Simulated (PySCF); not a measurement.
**Telling isomers of C4H7N apart by NMR**

Method: couplings computed with B3LYP/pcJ-1 (spin–dipole term left out of most H,H and C,H couplings), geometry: GFN2-xTB, GIAO PBE0/pcSseg-1 shieldings, in PySCF (averaged over atoms made equivalent by symmetry, fast rotation or ring inversion, no relativistic terms, single conformer, in vacuum).

Scale: ¹H (31.72 ppm) and ¹³C (186.93 ppm) against TMS (reference shieldings calculated alike). Multiplet labels drop J under 1 Hz and among equivalent protons, and merge close values. Unscaled 3J(H,H) run several per cent high. Where no couplings were computed, multiplicities follow the n + 1 count of equivalent neighbours, and m marks all less simple cases (inequivalent or close neighbours, rings, F or P nearby). Shifts are as computed. Against solution values, carbons near 30 ppm lie about +3 ppm off and those near 130 ppm about +5 ppm. Of 1211 compounds with measured shifts, 218 miss one by over three times the rms of a fit or turn the order of signals round; such compounds aren't used in these exercises. Across acyclic CH2–CH2 and CH–CH2 bonds, 3J(H,H) assumes equally populated rotamers. OH and NH positions are gas-phase values without hydrogen bonding to other molecules.

(1) Tabulate the signals of `C=C[C@H]1CN1`, `N[C@@H]1[C@H]2C[C@@H]12`, `CCCC#N` and their relative energies.

(2) What is the quickest way to tell C=C[C@H]1CN1 from N[C@@H]1[C@H]2C[C@@H]12?

(3) What is the quickest way to tell N[C@@H]1[C@H]2C[C@@H]12 from CCCC#N?

(4) What is the quickest way to tell C=C[C@H]1CN1 from CCCC#N?

Answers

(1) 
```json
{"SMILES": "C=C[C@H]1CN1", "carbon types": "2×CH 2×CH2", "δC": "150.3, 112.8, 36.4, 29.4", "δH": "6.84 (m, 1H), 5.20 (m, 1H), 4.91 (m, 1H), 2.06 (m, 1H), 1.89 (m, 1H), 1.65 (m, 1H), 0.00 (br s, 1H)", "E rel. (kcal/mol)": "37.1"}
{"SMILES": "N[C@@H]1[C@H]2C[C@@H]12", "carbon types": "3×CH 1×CH2", "δC": "55.5, 19.3, 3.9", "δH": "1.71 (s, 1H), 1.43 (d, 2H), 0.93 (td, 1H), 0.75 (br s, 2H), -0.07 (d, 1H)", "E rel. (kcal/mol)": "44.9"}
{"SMILES": "CCCC#N", "carbon types": "1×C 2×CH2 1×CH3", "δC": "124.0, 24.2, 19.7, 15.4", "δH": "2.24 (t, 2H), 1.61 (sext, 2H), 1.24 (t, 3H)", "E rel. (kcal/mol)": "0.0"}
```

Energies are electronic energies at PBE0/pcSseg-1 on these geometries, without zero-point or thermal terms, each for the one conformer computed, which needn't be the lowest.

(2) Count the carbon signals: 4 against 3. The first has an alkene CH at 150.3 ppm, the second a three-membered-ring carbon (CH) at 55.5 ppm. In the proton spectra the most deshielded non-exchanging signals are 6.84 (m, 1H) and 1.71 (s, 1H).

(3) Count the carbon signals: 3 against 4. The first has a three-membered-ring carbon (CH) at 55.5 ppm, the second a nitrile carbon (C) at 124.0 ppm. In the proton spectra the most deshielded non-exchanging signals are 1.71 (s, 1H) and 2.24 (t, J = 7.4 Hz, 2H).

(4) Both give the same number of carbon signals, but DEPT or the intensities differ. The first has an alkene CH at 150.3 ppm, the second a nitrile carbon (C) at 124.0 ppm. In the proton spectra the most deshielded non-exchanging signals are 6.84 (m, 1H) and 2.24 (t, J = 7.4 Hz, 2H).
